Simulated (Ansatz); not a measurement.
One change: `BF` becomes `CBF`.

Ansatz, PBE0-D4/def2-TZVP geometries, multiplicity 1. 

```json
{"property": "size of the dipole moment (B3LYP/def2-TZVPP) / D", "`BF`": "0.74"}
{"property": "HOMO–LUMO gap (PBE0/def2-TZVPP) / eV", "`BF`": "8.16"}
{"property": "size of the dipole moment (PBE/def2-TZVPP) / D", "`BF`": "0.59"}
{"property": "LUMO energy (PBE0/def2-TZVPP) / eV", "`BF`": "-1.16"}
{"property": "ideal-gas entropy at 298 K and 1 bar (rigid rotor, harmonic PBE0-D4/def2-TZVP) / J/(mol·K)", "`BF`": "223"}
{"property": "HOMO energy (PBE/def2-TZVPP) / eV", "`BF`": "-7.74"}
```

(1) What does the change do to each property? (Estimate.)

Answers

(1) The calculation gave: 
```tsv
property	`CBF`	shift
size of the dipole moment (B3LYP/def2-TZVPP) / D	1.30	0.56
HOMO–LUMO gap (PBE0/def2-TZVPP) / eV	8.52	0.36
size of the dipole moment (PBE/def2-TZVPP) / D	1.24	0.65
LUMO energy (PBE0/def2-TZVPP) / eV	-0.45	0.71
ideal-gas entropy at 298 K and 1 bar (rigid rotor, harmonic PBE0-D4/def2-TZVP) / J/(mol·K)	275	52
HOMO energy (PBE/def2-TZVPP) / eV	-7.41	0.33
```

With PBE0 the HOMO rises by 0.35 eV and the LUMO rises by 0.71 eV, so the gap widens by about 0.36 eV. PBE moves the HOMO by 0.33 eV and ωB97M-V by 0.37 eV. The zero-point energy changes by 75.1 kJ/mol with +9 modes. Dipoles are sizes alone; their direction can turn.

B3LYP here is the variant with VWN-RPA as its local correlation; programs differ in this.
